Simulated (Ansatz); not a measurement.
Geometry optimisation, RKS B3LYP/def2-SVP in Ansatz 0.2.0.

The input (input.yaml):

```yaml
crystal:
  periodic: [false, false, false]
  atoms:
    - { symbol: "N", position_ang: [-1.31, -1.8265, 0.7048] }
    - { symbol: C, position_ang: [-0.8918, -0.4461, 0.3887] }
    - { symbol: S, position_ang: [0.592, -0.5927, -0.595] }
    - { symbol: C, position_ang: [0.9975, 1.1697, -0.8737] }
    - { symbol: O, position_ang: [1.2875, 1.7968, 0.3166] }
    - { symbol: H, position_ang: [-1.4616, -2.2612, -0.1932] }
    - { symbol: H, position_ang: [-0.577, -2.2661, 1.1791] }
    - { symbol: H, position_ang: [-1.613, 0.111, -0.1871] }
    - { symbol: H, position_ang: [-0.6883, 0.1153, 1.3614] }
    - { symbol: H, position_ang: [1.7477, 1.2726, -1.5593] }
    - { symbol: H, position_ang: [0.0283, 1.6443, -1.2702] }
    - { symbol: H, position_ang: [1.9656, 1.2277, 0.7617] }
basis:
  gaussian: { orbitals: def2-SVP }
hamiltonian:
  xc: b3lyp
relax:
  f_tol: 0.015
  max_steps: 40
output:
  orbitals: {}
```

Run as:

```bash
$ ansatz run input.yaml --threads 2 --pin off --max-ram 3072MiB --backend cpu --events-out ev --progress --plain --runs-dir out
```

**Question.** Where does it end, and by what steps?

**Answer.** It converged. After 11 steps the energy has fallen by 0.517 eV; H6 moved furthest, 0.35 Å.

```json
{"step": "0", "energy less start (eV)": "0.0000", "largest force component (eV/Å)": "4.189", "accepted": "yes"}
{"step": "1", "energy less start (eV)": "-0.4337", "largest force component (eV/Å)": "1.151", "accepted": "yes"}
{"step": "2", "energy less start (eV)": "-0.4962", "largest force component (eV/Å)": "0.496", "accepted": "yes"}
{"step": "3", "energy less start (eV)": "-0.5072", "largest force component (eV/Å)": "0.211", "accepted": "yes"}
{"step": "4", "energy less start (eV)": "-0.5114", "largest force component (eV/Å)": "0.100", "accepted": "yes"}
{"step": "5", "energy less start (eV)": "-0.5127", "largest force component (eV/Å)": "0.051", "accepted": "yes"}
{"step": "6", "energy less start (eV)": "-0.5144", "largest force component (eV/Å)": "0.038", "accepted": "yes"}
{"step": "7", "energy less start (eV)": "-0.5154", "largest force component (eV/Å)": "0.062", "accepted": "yes"}
{"step": "8", "energy less start (eV)": "-0.5164", "largest force component (eV/Å)": "0.067", "accepted": "yes"}
{"step": "9", "energy less start (eV)": "-0.5170", "largest force component (eV/Å)": "0.049", "accepted": "yes"}
{"step": "10", "energy less start (eV)": "-0.5172", "largest force component (eV/Å)": "0.038", "accepted": "yes"}
{"step": "11", "energy less start (eV)": "-0.5172", "largest force component (eV/Å)": "0.015", "accepted": "yes"}
```

```xyz
12
Properties=species:S:1:pos:R:3
N -1.292 -1.782 0.801
C -0.954 -0.511 0.239
S 0.553 -0.529 -0.886
C 0.993 1.251 -0.806
O 1.358 1.699 0.468
H -1.539 -2.463 0.084
H -0.518 -2.171 1.341
H -1.805 -0.123 -0.343
H -0.714 0.212 1.032
H 1.792 1.375 -1.561
H 0.131 1.859 -1.121
H 2.073 1.127 0.785
```

Run time: 39 s on 2 threads of Arm Neoverse V1, on a shared host, peak memory 0.24 GiB.
